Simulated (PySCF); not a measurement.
# LiO: bond curves at several levels of theory

One table from this session's results is given with a row withheld; the runs are named, their logs left out.

Computed with PySCF 2.14.0. Level: Li def2-TZVP, O def2-TZVP, no relativity.

The first run:

The job is set up so:

```json
{
  "atoms": "Li, O",
  "charge": "0",
  "basis": "Li def2-TZVP, O def2-TZVP",
  "Hamiltonian": "no relativity",
  "basis functions": "45",
  "electrons treated": "11",
  "masses in u": "7.0160, 15.9949",
  "levels": "PBE0, PBE, r²SCAN, B2PLYP, PBEsol, M06-2X, LC-ωPBE, HF, MP2, SCS-MP2, CCSD, CCSD(T)",
  "grid": "80 radial by 434 angular points",
  "occupations": "held fixed by the projection of orbital angular momentum",
  "dissociation limit": "Li + O, each in its ground configuration",
  "starting distance in angstrom": "1.885",
  "values of 2S to try": "1, 3"
}
```

Run with:

```bash
OMP_NUM_THREADS=1 python dia.py task.json out
```

Among the steps run: The job; First curve: PBE0; Higher solutions at PBE0; PBE (GGA); r²SCAN; B2PLYP (double hybrid); PBEsol; M06-2X (hybrid meta-GGA); LC-ωPBE (range-separated hybrid); UHF; Correlated methods on the Hartree–Fock reference.

One of the session's tables, all rows but one given; the rest of the session is left out.

Energy (eV) from each level's lowest point:

| R (Å) | UHF | UHF-MP2 | UHF-SCS-MP2 | UHF-CCSD | UHF-CCSD(T) |
| --- | --- | --- | --- | --- | --- |
| 1.446 | 0.504 | 0.552 | 0.554 | n/a | n/a |
| 1.514 | 0.223 | 0.258 | 0.259 | 0.248 | 0.254 |
| 1.581 | ? | ? | ? | ? | ? |
| 1.631 | 0.013 | 0.024 | 0.024 | 0.021 | 0.023 |
| 1.682 | 0.000 | 0.000 | 0.000 | 0.000 | 0.000 |
| 1.732 | 0.020 | 0.009 | 0.009 | 0.011 | 0.009 |
| 1.800 | 0.084 | 0.059 | 0.059 | 0.065 | 0.060 |
| 1.884 | 0.210 | 0.167 | 0.167 | 0.177 | 0.169 |
| 1.985 | 0.403 | 0.340 | 0.341 | 0.355 | 0.342 |
| 2.119 | 0.699 | 0.612 | 0.613 | n/a | n/a |

Estimate the missing values for R (Å) = 1.581.

Worked estimate for «UHF». A straight line through the neighbours (1.514, 0.223) and (1.631, 0.013) gives 0.223 + (0.013 − 0.223) × (1.581 − 1.514) / (1.631 − 1.514) = 0.103; a parabola fitted to 4 rows on both sides gives 0.063.

The run gave: UHF: 0.067; UHF-MP2: 0.089; UHF-SCS-MP2: 0.089; UHF-CCSD: 0.083; UHF-CCSD(T): 0.087. In «UHF» the line misses by +0.036 and the parabola by -0.004.
